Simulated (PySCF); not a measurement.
PySCF job for diphosphorus (P2), SMILES P#P, C-PCM-M06-2X/def2-TZVPD. Coordinates come from a B3LYP-D3(BJ)/def2-TZVPD optimisation.

```python
import numpy as np
from pyscf import gto, scf, dft
from pyscf.solvent import pcm

mol = gto.M(
    atom='''
    P     0.00000000    0.00000000   -0.94422005
    P     0.00000000    0.00000000    0.94422005
    ''',
    basis='def2-TZVPD',
    charge=0,
    spin=0,
    max_memory=1600,
    verbose=3,
)
mf = dft.RKS(mol, xc='m06-2x').density_fit(auxbasis='def2-universal-jkfit')
mf.grids.level = 4
mf.conv_tol = 1e-9
mf.max_cycle = 100
mf.kernel()
res = {}
for name, eps in {'water': 78.355, 'n-hexane': 1.8819, 'ethylethanoate': 5.9867}.items():
    s = mf.PCM()
    s.with_solvent.method, s.with_solvent.eps, s.with_solvent.lebedev_order = 'C-PCM', eps, 29
    s.kernel(mf.make_rdm1())
    res[name] = (s.e_tot, eps, s.dip_moment(), s.mo_energy, s.converged)
    print(f'{name}: electrostatic solvation free energy {(s.e_tot - mf.e_tot) * 627.509474:.3f} kcal/mol')
```

Output:

```
converged SCF energy = -682.673170965708

WARN: PCM is an experimental feature. It is still in testing.
Features and APIs may be changed in the future.

converged SCF energy = -682.673714225266
Dipole moment(X, Y, Z, Debye):  0.00000,  0.00000,  0.00000
water: electrostatic solvation free energy -0.341 kcal/mol

WARN: PCM is an experimental feature. It is still in testing.
Features and APIs may be changed in the future.

converged SCF energy = -682.673419187489
Dipole moment(X, Y, Z, Debye):  0.00000,  0.00000, -0.00000
n-hexane: electrostatic solvation free energy -0.156 kcal/mol

WARN: PCM is an experimental feature. It is still in testing.
Features and APIs may be changed in the future.

converged SCF energy = -682.673623940374
Dipole moment(X, Y, Z, Debye):  0.00000,  0.00000, -0.00000
ethylethanoate: electrostatic solvation free energy -0.284 kcal/mol
```

Self-consistency was reached.

Cost: around 18 core-seconds (rough).
